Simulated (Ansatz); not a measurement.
Isolated molecules relaxed with PBE0-D4/def2-TZVP in Ansatz; ΔE leaves out vibrations. CCSD(T)/CBS is the MP2 limit (def2-TZVPP, def2-QZVPP) plus CCSD(T) − MP2 in def2-TZVPP, frozen cores. This one scheme is used for every species. Functionals use def2-TZVPP. Each species was taken in one conformer, which may not be the lowest.

Reaction (ligand exchange at the Si–O bond): `O[SiH2]O` + H–F → `O[SiH2]F` + H₂O

`O[SiH2]O`:

Cartesian coordinates in Å:
```
O 0.266 0.932 -1.079
Si -0.182 0.215 0.329
O 0.126 -1.397 0.369
H 1.202 0.965 -1.285
H 0.584 0.751 1.477
H -1.634 0.493 0.422
H -0.362 -1.959 -0.234
```

H–F:

Z-matrix (Å, degrees):
```
F
H 1 0.920
```

`O[SiH2]F`:

```xyz
6

O    -0.553   -0.671   -0.929
Si    0.316    0.169    0.164
F     0.241   -0.518    1.603
H    -1.509   -0.648   -0.882
H     1.716    0.125   -0.296
H    -0.210    1.543    0.340
```

H₂O:

```xyz
3

O    -0.314   -0.169    0.157
H    -0.141   -0.006   -0.773
H     0.455    0.175    0.616
```

```tsv
level	ΔE (kJ/mol)
BHLYP	-46.9
MP2/def2-SVP	-41.7
```

Q: What does CCSD(T)/CBS give? (Estimate.)

A: The calculation gave: -43.2 kJ/mol. The listed levels differ from it by -3.7, 1.5 kJ/mol.

Q: What do rigid-rotor, harmonic-oscillator terms from PBE0-D4/def2-TZVP frequencies (298.15 K, 1 bar) make of the CCSD(T)/CBS value? (An estimate is asked.)

A: Computed: ΔZPE = +1.5 kJ/mol, ΔH = -41.7 kJ/mol, ΔS = 14 J/(mol·K), ΔG = -46.0 kJ/mol.

Largest T1 diagnostic among the species: 0.011.

In def2-TZVPP, CCSD(T) changes the Hartree–Fock value by +7.5 kJ/mol (the triples alone add +1.2 kJ/mol) and MP2 by +8.8 kJ/mol. Leaving LDA and LC-ωPBE aside and taking each functional with its dispersion term where it has one, the values, not all of them listed here, spread over 6.8 kJ/mol, from B97M-V to revPBE-D4. LDA lies +4.4 kJ/mol from PBE without D4.
